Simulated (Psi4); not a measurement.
# C2F2O (SMILES O=C=C(F)F) at M06-2X/def2-SVPD

Aim: the vertical ionisation energy of C2F2O at M06-2X/def2-SVPD, from 2 runs. 

The calculation is run with Psi4 1.11.

1 further run of the same task is left out (set aside as unsound or not needed).

## Step 1: The system as given

C2F2O has 5 atoms, charge 0, and is taken as a singlet. SMILES: `O=C=C(F)F`. The shape is that of a GFN2-xTB optimisation.

Bond lengths: O1–C2 1.162 Å, C2–C3 1.308 Å, C3–F4 1.338 Å, C3–F5 1.338 Å. Angles: O1–C2–C3 180.0°, C2–C3–F4 123.6°, C2–C3–F5 123.6°, F4–C3–F5 112.8°.

## Step 2: Energy and gradient at M06-2X/def2-SVPD

Input file calc.py:

```python
import psi4

psi4.set_memory(1600000000)
psi4.set_num_threads(1)
psi4.core.set_output_file('output.dat', False)

mol = psi4.geometry("""
0 1
O      1.40901759    -1.70426840     3.08898412
C      0.59424328    -0.71968330     1.30381654
C     -0.32136682     0.38879225    -0.70564263
F     -1.92496952    -0.72635403    -2.31234448
F      0.24307547     2.76151348    -1.37479465
units au
symmetry c1
""")

psi4.set_options({
    'basis': 'def2-SVPD',
    'puream': True,
    'e_convergence': 1e-09,
    'd_convergence': 1e-08,
    'scf_type': 'pk',
    'dft_radial_points': 99,
    'dft_spherical_points': 590,
})

E, wfn = psi4.gradient('M06-2X', return_wfn=True)
print('gradient / Eh bohr^-1')
print(E.np.round(6))
print(f'energy = {wfn.energy():.10f} Eh')
```

Started as:

```
$ python calc.py
```

output.dat, cut to the lines that bear on the results:

```text
[...]
  Running in c1 symmetry.
[...]
  Nuclear repulsion =  155.583129217114106
[...]
  Multiplicity = 1
[...]
  Nalpha       = 19
  Nbeta        = 19
[...]
    Number of basis functions: 109
[...]
   @RKS iter   1:  -350.57557097730222   -3.05072e-01   4.26677e-03 DIIS/ADIIS
[...]
   @RKS iter  12:  -350.65687681144487   -2.72848e-12   3.20388e-09 DIIS
[...]
    Orbital Energies [Eh]
    ---------------------
    Doubly Occupied:
       1A    -25.316871     2A    -25.316859     3A    -19.746660
       4A    -10.748338     5A    -10.716965     6A     -1.424274
       7A     -1.368160     8A     -1.264811     9A     -0.905622
      10A     -0.736342    11A     -0.690689    12A     -0.646387
      13A     -0.639728    14A     -0.570509    15A     -0.569330
      16A     -0.564825    17A     -0.562011    18A     -0.540738
      19A     -0.316617
[...]
  @RKS Final Energy:  -350.65687681144487
   => Energetics <=
    Nuclear Repulsion Energy =            155.5831292171141058
    One-Electron Energy =                -791.2750652928152704
    Two-Electron Energy =                 304.3149342157601609
    DFT Exchange-Correlation Energy =     -19.2798749515038921
    Empirical Dispersion Energy =           0.0000000000000000
    VV10 Nonlocal Energy =                  0.0000000000000000
    Total Energy =                       -350.6568768114448744
[...]
 Multipole Moments:
 ------------------------------------------------------------------------------------
     Multipole            Electronic (a.u.)      Nuclear  (a.u.)        Total (a.u.)
 ------------------------------------------------------------------------------------
 L = 1.  Multiply by 2.5417464519 to convert [e a0] to [Debye]
 Dipole X            :         -0.7291056            0.7647652            0.0356596
 Dipole Y            :          0.8817208           -0.9253591           -0.0436383
 Dipole Z            :         -1.5979706            1.6765656            0.0785950
 Magnitude           :                                                    0.0967114
[...]
  -Total Gradient:
     Atom            X                  Y                   Z
    ------   -----------------  -----------------  -----------------
       1       -0.000694243168     0.000863195021    -0.001544047142
       2       -0.004973438641     0.006009923639    -0.010878511783
       3        0.013504146039    -0.016289116566     0.029515269429
       4       -0.009556283160    -0.004414862744    -0.010951504612
       5        0.001778436531     0.013760641146    -0.006012949291
[...]
```

The script printed:

```text
Memory set to   1.490 GiB by Python driver.
  Threads set to 1 by Python driver.
gradient / Eh bohr^-1
[[-0.000694  0.000863 -0.001544]
 [-0.004973  0.00601  -0.010879]
 [ 0.013504 -0.016289  0.029515]
 [-0.009556 -0.004415 -0.010952]
 [ 0.001778  0.013761 -0.006013]]
energy = -350.6568768114 Eh
```

It took 40 s on 1 thread of Intel Xeon Platinum 8488C (Sapphire Rapids), shared host; peak memory 0.55 GiB.

## Step 3: The doublet cation: a single-point energy at UM06-2X/def2-SVPD

Input file job.dat:

```
memory 1600 MB

molecule mol {
  1 2
  O      0.745620    -0.901860     1.634620
  C      0.314460    -0.380840     0.689950
  C     -0.170060     0.205740    -0.373410
  F     -1.018650    -0.384370    -1.223640
  F      0.128630     1.461330    -0.727510
  symmetry c1
  no_reorient
  no_com
}

set basis def2-SVPD
set reference uks
set puream true
set e_convergence 1e-09
set d_convergence 1e-08
set scf_type pk
set dft_radial_points 99
set dft_spherical_points 590
set maxiter 200

e_tot, wfn = energy("m06-2x", return_wfn=True)
oeprop(wfn, "LOWDIN_CHARGES", "QUADRUPOLE", "DIPOLE", title="M06-2X")
print_variables()
```

Started as:

```
$ psi4 -n 1 job.dat job.out
```

job.out, cut to the lines that bear on the results:

```text
[...]
  Running in c1 symmetry.
[...]
  Nuclear repulsion =  155.583129242461922
[...]
  Multiplicity = 2
[...]
  Nalpha       = 19
  Nbeta        = 18
[...]
    Number of basis functions: 109
[...]
   @UKS iter   1:  -350.18543066295643    8.50684e-02   4.39990e-03 ADIIS/DIIS
[...]
   @UKS iter  15:  -350.28296419598843   -3.58114e-12   8.70942e-09 DIIS
[...]
   @S^2 Observed:                7.596325433E-01
[...]
  @UKS Final Energy:  -350.28296419598843
   => Energetics <=
    Nuclear Repulsion Energy =            155.5831292424619221
    One-Electron Energy =                -779.9380305473433737
    Two-Electron Energy =                 293.1386189809514917
    DFT Exchange-Correlation Energy =     -19.0666818720584814
    Empirical Dispersion Energy =           0.0000000000000000
    VV10 Nonlocal Energy =                  0.0000000000000000
    Total Energy =                       -350.2829641959884270
[...]
 Multipole Moments:
 ------------------------------------------------------------------------------------
     Multipole            Electronic (a.u.)      Nuclear  (a.u.)        Total (a.u.)
 ------------------------------------------------------------------------------------
 L = 1.  Multiply by 2.5417464519 to convert [e a0] to [Debye]
 Dipole X            :          2.4461647           -2.2276470            0.2185177
 Dipole Y            :         -2.9617785            2.6969415           -0.2648370
 Dipole Z            :          5.3624233           -4.8833358            0.4790875
 Magnitude           :                                                    0.5894179
 L = 2.  Multiply by 1.3450342976 to convert [e a0^2] to [Debye ang]
 Quadrupole XX       :        -68.7720774           52.5023948          -16.2696826
 Quadrupole XY       :          3.5328132           -3.9012346           -0.3684215
[...]
```

Wall time 94 s (1 thread of Intel Xeon Platinum 8488C (Sapphire Rapids), shared host); peak memory 0.55 GiB.

## Step 4: Summary of results

At M06-2X/def2-SVPD:

```
                                          quantity          value
                       singlet C2F2O: total energy  -350.65688 Eh
                      singlet C2F2O: dipole moment         0.25 D
                        singlet C2F2O: HOMO energy       -8.62 eV
                        singlet C2F2O: LUMO energy       -1.79 eV
                      singlet C2F2O: HOMO–LUMO gap        6.82 eV
           singlet C2F2O: largest force on an atom     1.867 eV/Å
                      doublet cation: total energy  -350.28296 Eh
doublet cation: HOMO energy (highest over α and β)      -17.65 eV
 doublet cation: LUMO energy (lowest over α and β)      -11.69 eV
                              doublet cation: ⟨S²⟩          0.760
vertical ionisation energy (to the doublet cation)      10.175 eV
```

**Reading.** Removing an electron at fixed nuclei costs 10.17 eV (982 kJ/mol). The largest force (singlet C2F2O) is 1.87 eV/Å: the shape isn't a stationary point for this species at this level. −ε(HOMO) before ionisation, 8.62 eV, is 1.56 eV below this ionisation energy.
